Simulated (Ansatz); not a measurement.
**LiSi− (triplet): the correlation ladder, aug-cc-pVDZ**

One table from this session's results is given with a row withheld; the runs are named, their logs left out.

Program: Ansatz 0.2.0, Gaussian basis. Level of theory: aug-cc-pVDZ, core rule «outside noble gas», up to 6 orbitals frozen. These are calculated values, not measurements.

To be run: UHF; CCSD(T) on ROHF; CCSD(T) on UHF; BCCD(T) on ROHF; CISD as a restricted active space (open shells left free, so some higher excitations enter); CCSDT(Q) on ROHF; CCSDT(Q) on UHF.

28 further runs of the same task are left out: 14 for a known fault of the program, 5 that didn't finish, 9 set aside as unsound or not needed. Runs told in other sessions of the task aren't counted.

## What is computed

The geometry is a PBE0/def2-TZVP stationary point (not a proven minimum) of the parent state, kept for this charge and spin.

2 atoms, charge -1, spin multiplicity 3.

Atoms are counted from 1 here; the program's logs count them from 0.

Bond lengths: Si1–Li2 2.442 Å.

Coordinates:

```xyz
2

Si    0.0000    0.0000    0.0000
Li    0.0000    0.0000    2.4415
```

The first run:

in.yaml

```yaml
crystal:
  periodic: [false, false, false]
  atoms:
    - {symbol: Si, position_ang: [0.000000, 0.000000, 0.000000]}
    - {symbol: Li, position_ang: [0.000000, 0.000000, 2.441500]}
basis:
  gaussian: {orbitals: aug-cc-pVDZ}
total_charge: -1
magnetization: {spin_polarized: true, initial_magnetization: 2}
hamiltonian: {xc: hf}
output: {orbitals: {seedname: orbitals}}
```

Started as:

```
$ ansatz run in.yaml --threads 1 --pin off --events-out ev --progress --plain --max-ram 2393MiB
```

Among the steps run: UHF; CCSD(T) on ROHF; CCSD(T) on UHF; BCCD(T) on ROHF; CISD as a restricted active space (open shells left free, so some higher excitations enter); CCSDT(Q) on ROHF; CCSDT(Q) on UHF.

One table of the session follows, with a row left open; its other results are not shown here.

It belongs to the step «Misses and costs». 

| method | from UCCSDT(Q) (meV) |
| --- | --- |
| ROHF | +3702.8 |
| UHF | +2522.4 |
| RMP2 | +1015.1 |
| UMP2 | +702.2 |
| CISD | +588.3 |
| RCCSD | +254.6 |
| UCCSD | +155.1 |
| RCCSD(T) | +48.6 |
| UCCSD(T) | +64.2 |
| BCCD(T) | ? |
| RCCSDT | +28.8 |
| UCCSDT | +12.4 |
| RCCSDT(Q) | -1.9 |
| UCCSDT(Q) | 0 |

Estimate the missing values for BCCD(T).

As computed: from UCCSDT(Q) (meV): +62.4. In the column «from UCCSDT(Q) (meV)» it lies between RCCSD(T) (+48.6) and UCCSD(T) (+64.2).

Caveats from the session: The determinant of HF (⟨S²⟩ 2.95) is far from a pure spin state, so its energy mixes those of several spin states; that is harmless only where they are near-degenerate. The determinant of CCSD(T) (⟨S²⟩ 2.95) is far from a pure spin state, so its energy mixes those of several spin states; high orders of coupled cluster remove much of that, low ones don't. The determinant of CCSDT(Q) (⟨S²⟩ 2.95) is far from a pure spin state, so its energy mixes those of several spin states; high orders of coupled cluster remove much of that, low ones don't. Restricted and unrestricted rows rest on different reference determinants; a gap between their highest levels can come from leftover correlation error, from unlike frozen cores or from another state.
